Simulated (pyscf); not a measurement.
F–N(F)–F + HO–SiH₃ → HF + HO–SiH₂–N(F)–F, a four-centre exchange (singlet surface; F–N, H–Si broken, F–H, N–Si formed). Optimised with ωB97X-D3(BJ)/def2-SVP in PySCF. Energies in kJ/mol from the separated reactants.

Small-basis levels: PySCF, no dispersion term, spherical d functions. 

### Question
In single points HF/3-21G puts the saddle at 371.7 kJ/mol and the reaction energy at -250.2 kJ/mol. Should these be trusted to within a few kcal/mol? Compare with ωB97M-D3(BJ)/def2-TZVP.

### Answer
ωB97M-D3(BJ)/def2-TZVP gives ΔE‡ = 248.2 kJ/mol and ΔE = -212.4 kJ/mol. HF/3-21G lies 123.4 kJ/mol over it in the barrier and 37.8 kJ/mol under it in the reaction energy, so on this step it does not hold to within 12.6 kJ/mol. ωB97M-D3(BJ)/def2-TZVP has limits of its own. At the saddle there is also a short F–Si contact that neither side keeps. HO–SiH₂–N(F)–F lies 865.0 kJ/mol over its isomer H₂N–Si(OH)(F)–F (electronic energy, ωB97M-D3(BJ)/def2-TZVP). This is the saddle that the search found; another between the same sides may lie lower. A restricted solution here is unstable towards spin polarisation, so biradical character is likely and single-reference numbers are less safe.
